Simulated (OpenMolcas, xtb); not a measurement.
## A ladder of methods for AlB2H5 (SMILES B[BH][AlH2])

AlB2H5: 8 atoms, total charge 0, spin state singlet. SMILES: `B[BH][AlH2]`. Geometry: a GFN2-xTB relaxation, a rough one for these elements and not checked as a minimum.

Each level gives the dipole moment (D). The values are calculated.

```csv
level,kind,program,value (D)
GFN2-xTB,semi-empirical,xtb,2.12
GFN0-xTB,semi-empirical,xtb,3.66
GFN1-xTB,semi-empirical,xtb,1.30
HF/STO-3G,Hartree–Fock,OpenMolcas,0.46
HF/3-21G,Hartree–Fock,OpenMolcas,0.94
HF/def2-SVP,Hartree–Fock,OpenMolcas,0.98
HF/aug-cc-pVDZ,Hartree–Fock,OpenMolcas,1.02
HF/def2-TZVP,Hartree–Fock,OpenMolcas,1.02
HF/cc-pVTZ (RICD fitting),Hartree–Fock,OpenMolcas,1.00
BLYP/def2-SVP,GGA,OpenMolcas,0.75
```

The values span 0.46 to 3.66 D. Magnitudes only: a small dipole may point the other way at some levels. Sets without polarisation functions give poor dipoles. Without the sets that lack polarisation functions the rows with a basis span only 0.75 to 1.02 D.
